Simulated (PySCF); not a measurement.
Working with the constants of AlP⁻

PBE0 constants of AlP⁻, ²Σ⁺ (doublet), unpaired electrons σ ↑ (Al aug-cc-pV(D+d)Z, P aug-cc-pV(D+d)Z; no relativity (PySCF 2.14); masses 26.9815 and 30.9738 u):

* ωe: 544.6 cm⁻¹
* ωexe: 2.42 cm⁻¹
* Be: 0.25564 cm⁻¹
* αe: 0.00151 cm⁻¹
* De to Al + P⁻: 3.51 eV

Question: What force constant and bond length do these constants imply?

Answer: Reduced mass μred = 14.420 u; k = 5.8918×10⁻⁷·μred·ωe² (u, cm⁻¹, mdyn/Å) = 2.52 mdyn/Å; Re = √(16.8576/(μred·Be)) (u, cm⁻¹, Å) = 2.138 Å.

Question: Estimate the centrifugal constant D from the Kratzer relation and find the Dunham coefficient a1.

Answer: D = 4Be³/ωe² = 2.25e-07 cm⁻¹; a1 = −1 − αeωe/(6Be²) = -3.10.

For an ion De counts to the pair picked by the measured ionisation energies or electron affinities, which need not be the lowest pair at this level. The state was picked by a PBE0 search and need not be the measured ground state.
